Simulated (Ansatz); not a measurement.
What each rung costs, and what it gives

Saddle point of CH8AlN, closed shell (CH₅Al ([CH3][AlH2]) + NH₃ → AlNH₄ ([NH2][AlH2]) + CH₄; bonds formed: C2–H5; dative contacts that become bonds: Al1–N6; bonds broken: Al1–C2, H5–N6), PBE0-D4/def2-TZVP structure:

```xyz
11
angstrom
Al -0.9184 -0.5637 -0.2214
C 1.1359 -0.5353 0.4605
H -0.9499 -1.3417 -1.6053
H -1.8223 -0.9487 1.0261
H 0.4092 0.6142 0.0422
N -0.6435 1.3175 -0.4137
H 1.4192 -0.2115 1.4646
H 0.9547 -1.6198 0.5448
H 1.9943 -0.4405 -0.2084
H -0.5324 1.7476 -1.3213
H -1.0468 1.9819 0.2320
```

Barriers are electronic and count from the start structure reached by relaxing down the imaginary mode.

Ansatz 0.2.0; basis: as named in each row; cores frozen in the correlated methods. B3LYP uses VWN-RPA correlation. Extrapolation: Hartree–Fock as exp(−7.88 √X), correlation as X^−2.97.

Times are rough, for one single point on 2 threads of a shared host (Intel Xeon 6975P-C).

The estimate by CCSD(T) at an estimated basis limit (MP2 extrapolated from triple and quadruple zeta, plus CCSD(T) − MP2 in triple zeta) is 1.464 eV.

```tsv
method	basis	time (s)	barrier (eV)	method less estimate
HF	STO-3G	under 1	2.536	1.072
PBE-D4	STO-3G	under 1	1.311	-0.153
SPW92	def2-SVP	under 1	1.007	-0.457
B3LYP-D4	6-31G	under 1	1.569	0.105
PBE-D4	def2-SVP	under 1	1.199	-0.265
PBE0-D4	def2-SVP	under 1	1.363	-0.101
SPW92	def2-TZVPP	under 1	1.004	-0.460
PBE-D4	def2-TZVPP	1	1.192	-0.272
BLYP-D4	def2-TZVPP	1	1.292	-0.172
CCSD(T)	def2-SVP	2	1.635	0.171
B3LYP-D4	def2-TZVPP	2	1.399	-0.065
BHLYP-D4	def2-TZVPP	2	1.576	0.113
PBE0-D4	def2-TZVPP	2	1.337	-0.127
CAM-B3LYP-D4	def2-TZVPP	2	1.437	-0.027
r2SCAN-D4	def2-TZVPP	2	1.275	-0.189
wB97M-V	def2-SVP	2	1.460	-0.004
r2SCAN0-D4	def2-TZVPP	3	1.382	-0.081
B2PLYP	def2-TZVPP	3	1.445	-0.019
PBE-QIDH	def2-TZVPP	3	1.441	-0.023
RPA on PBE	def2-TZVPP	3	1.493	0.029
wB97X-V	def2-TZVPP	5	1.463	-0.001
B97M-V	def2-TZVPP	5	1.464	0.000
wB97M-V	def2-TZVPP	5	1.450	-0.013
MP2	def2-QZVPP	14	1.402	-0.062
CCSD(T)	def2-TZVPP	23	1.504	0.040
```

All methods are single points on the PBE0-D4 structures.

T1 diagnostic: at most 0.012.

The step is the kind of exchange with an N–H group that builds nitride films in atomic layer and chemical vapour deposition.

Labels in which every atom is bracketed show which atoms are joined, not bond orders.
